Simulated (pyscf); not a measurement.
PySCF, gas phase, ωB97X-D3(BJ)/def2-SVP geometries.

Task: Estimate by transition-state theory (the high-pressure limit) the rate constant of H₂C=C(F)–F + CH₃• → H₃C–CH₂–C•(F)–F (doublet surface; none broken, C–C formed) at 900 K, with ωB97M-D3(BJ)/def2-TZVP energies (ideal gas, 1 atm, RRHO with modes under 100 cm⁻¹ raised to 100, one conformer, R ln 2 for rigid chiral ones; no tunnelling).

Result: The electronic barrier is 6.6 kcal/mol and the thermal terms add +27.4, so ΔG‡ = 34.0 kcal/mol. With k_BT/h = 1.88e+13 s⁻¹ and RT = 1.788 kcal/mol, and a volume of 1.23e-19 cm³ per molecule at 1 atm, k = 1.3e-14 cm³ molecule⁻¹ s⁻¹. The product is born with the 38 kcal/mol of the reverse barrier and needs collisions to keep. Wigner's tunnelling factor for 502i cm⁻¹ would be 1.03. A shift of 1 kcal/mol in the barrier changes k by a factor 1.7. One saddle was located; it need not be the lowest between these sides.
